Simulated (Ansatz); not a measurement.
Reaction: CH2O (formaldehyde, SMILES O=C) → CH2O (parent SMILES O=C, triplet)
Each species at its own B3LYP-D3(BJ)/def2-TZVP minimum (Ansatz, an electronic-structure program).

Total energies in hartree (Ansatz). Open shells are spin-unrestricted; no spin-orbit coupling. Correlated methods leave the cores frozen. No relativity. The spin of CH2O (parent SMILES C=O, triplet) was assumed, and the state is the lowest solution found for it.

```csv
species,HF/cc-pVTZ,CCSD(T)/cc-pVTZ,HF/cc-pVQZ,CCSD(T)/cc-pVQZ,CCSDT(Q)/cc-pVTZ
1: CH2O (SMILES C=O),-113.91209,-114.33369,-113.92111,-114.36890,-114.33486
"2: CH2O (parent SMILES O=C, triplet)",-113.83908,-114.21685,-113.84782,-114.25074,-114.21844
```

Work out the adiabatic triplet-singlet gap (electronic) in kcal/mol: take Hartree-Fock from cc-pVQZ, extrapolate the CCSD(T) correlation energy as X^-3 (X = 3, 4), and add CCSDT(Q) - CCSD(T) in cc-pVTZ. 1 hartree = 627.51 kcal/mol.


Species 1: correlation (64·(-0.44779) - 27·(-0.42160))/37 = -0.46690; step -0.00117; E1 = -113.92111 + (-0.46690) + (-0.00117) = -114.38918
Species 2: correlation (64·(-0.40292) - 27·(-0.37777))/37 = -0.42127; step -0.00159; E2 = -113.84782 + (-0.42127) + (-0.00159) = -114.27068
-1·E1 +1·E2 = 0.11850 hartree = 74.4 kcal/mol.
